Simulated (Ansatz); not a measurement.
**BH$_{3}$⁺, doublet along the distance B1-H2**

Starting geometry (PBE0/def2-TZVP stationary point for this spin, not checked as a minimum):

```yaml
atoms:
  - { symbol: B, position_ang: [0.0000, 0.0000, 0.0681] }
  - { symbol: H, position_ang: [0.0000, 0.7178, -0.9866] }
  - { symbol: H, position_ang: [0.0000, 0.0000, 1.2424] }
  - { symbol: H, position_ang: [0.0000, -0.7178, -0.9866] }
```

From there H2 moves along the line of the two atoms named below, all else staying in place; atoms are numbered as listed. Energies are in kJ/mol, counted from the starting geometry at the same level.

Basis cc-pVDZ; Ansatz 0.2.0. Only valence electrons are correlated (noble-gas cores frozen). R marks a restricted (for open shells ROHF) determinant, U an unrestricted one. Active spaces: valence = (5e, 7o) chosen from the atoms' valence shells.

For open shells CISD is restricted-active-space CI with the open shells as a complete middle space. Runs in a small pair space aren't shown, since their orbitals change along the scan.

Full CI is exact within this basis and frozen core; it isn't the basis-set limit. The frozen core follows each run's orbitals, which can shift R against U totals by a few meV.

```
distance B1-H2 (Å)  full CI  unpaired electrons (full CI)  error RHF  error CISD  error UCCSD  error UCCSDT  error CASSCF (valence space)  error MRCISD+Q (valence space)
             1.020     87.8                          1.02       -6.8        -1.0         -0.6           0.0                           3.1                            -0.2
             1.135     22.6                          1.02       -3.6        -0.6         -0.3           0.0                           2.1                            -0.1
             1.276      0.0                          1.02        0.0         0.0          0.0           0.0                           0.0                             0.0
             1.371      4.0                          1.02        1.8         0.4          0.2           0.0                          -2.0                             0.1
             1.592     36.1                          1.02        0.4         0.9          0.5           0.0                          -8.7                             0.6
             1.770     63.8                          1.03       -9.7         0.7          0.4           0.0                         -15.4                             0.9
             2.000     88.1                          1.03      -26.1        -0.5         -0.2           0.0                         -24.1                             1.5
             2.351    103.3                          1.02      -40.6        -2.2         -1.1           0.0                         -35.1                             2.2
             2.801    107.9                          1.02      -46.5        -2.9         -1.5           0.0                         -41.0                             1.3
             3.418    110.2                          1.02      -48.3        -3.1         -1.6           0.0                         -43.0                             1.0
             4.270    111.7                          1.02      -48.8        -3.2         -1.7           0.0                         -43.5                             0.9
```

Unpaired electrons are Σ n²(2−n)² over natural occupations. Errors are those of relative energies. In total energy the starting point itself misses full CI by: RHF 250.0, CISD 9.3, UCCSD 4.4, UCCSDT 0.0, CASSCF (valence space) 120.5, MRCISD+Q (valence space) 0.9 kJ/mol.

Spread of the error over the points with a reference, to 4.270 Å (largest less smallest): UCCSDT 0.1, UCCSD 2.2, MRCISD+Q (valence space) 2.4, CISD 4.1, CASSCF (valence space) 46.6, RHF 50.5 kJ/mol.

Going outwards, the relative energy of CASSCF (valence space) first misses by more than 4.2 kJ/mol (1 kcal/mol) at 1.592 Å.

MRCISD+Q (valence space) stays parallel to the reference within 2.4 kJ/mol over the points shown. CASSCF lacks dynamic correlation, of which the bound molecule has more, so its curve rises 43.5 kJ/mol too little out to 4.270 Å.
